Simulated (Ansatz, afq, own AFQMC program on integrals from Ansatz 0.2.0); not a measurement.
# Where AFQMC and coupled cluster stand for SiH₄O, triplet

```yaml
atoms:
  - { symbol: Si, position_ang: [-1.0577, 0.0000, 0.0000] }
  - { symbol: H, position_ang: [-1.5525, 1.3997, 0.0000] }
  - { symbol: H, position_ang: [-1.5525, -0.6999, 1.2122] }
  - { symbol: H, position_ang: [-1.5525, -0.6999, -1.2122] }
  - { symbol: H, position_ang: [1.0913, 0.0000, 0.0000] }
  - { symbol: O, position_ang: [2.0813, 0.0000, 0.0000] }
```

Connectivity, by distances: SiH3 ··· OH.

Basis cc-pVTZ. Noble-gas cores (and the filled d shells of Ga–Kr and In–Xe) are frozen. Integrals, coupled cluster, full CI and functionals: Ansatz 0.2.0; the random walks run on the same integrals in our own AFQMC program. ph-AFQMC/CISD is guided by a CISD state made of CCSD amplitudes; releasing the constraint for a short imaginary time cuts its bias at the price of noise, slowly where states lie close. Uncertainties: one standard error, sampling alone.

Determinant: UHF, the one that the program's search chose, which needn't be the lowest solution. The geometry is a point of a scan.

No full CI on the walks' own integrals is used here. The released AFQMC energy serves as the reference, which it does only where one determinant dominates, the energy is flat over the last release times and near the phaseless one (40 meV or 2 meV an electron, half that with transition metals). On small molecules, where full CI could be run and the noise was under 10 meV, such values lay within 10 meV of it in 19 cases of 20, a flattering rate, since the rule was set on those same cases; what remains of the bias isn't in the error bar.

Cautions: lower spins were not checked; the ph-AFQMC/HF walk drifts between its halves (2.1 errors); the released value is read at 1.62 1/Eh, later times being too noisy (meV from the phaseless value at times in 1/Eh: -1 ± 6 at 0.24, -14 ± 6 at 0.51, -15 ± 9 at 0.99, -17 ± 8 at 1.62, -4 ± 17 at 2.40).

- T1 diagnostic: 0.0129
- weight of the determinant in the CISD state: 0.877
- ⟨S²⟩ of the determinant: 2.015
- size of the correlated space: 14 electrons in 114 orbitals

Reference: AFQMC with the constraint released, correlation energy -10.146 ± 0.008 eV.

| level | E − E(reference) (kJ/mol) | share of correlation (%) |
| --- | --- | --- |
| HF | 978.9 ± 0.8 | 0.00 |
| MP2 | 133.3 ± 0.8 | 86.38 |
| CCSD | 29.3 ± 0.8 | 97.01 |
| CCSD(T) | 4.3 ± 0.8 | 99.56 |
| ph-AFQMC/HF | 2.8 ± 2.8 | 99.72 |
| ph-AFQMC/CISD | 1.6 ± 1.0 | 99.83 |

A walk keeps the symmetry of its determinant, which the program's search chose and which needn't be the lowest solution, so a lower state of the same spin and another symmetry isn't excluded. Released energies are given only where the last usable release times agree within the noise; a slower fall can still hide under it.
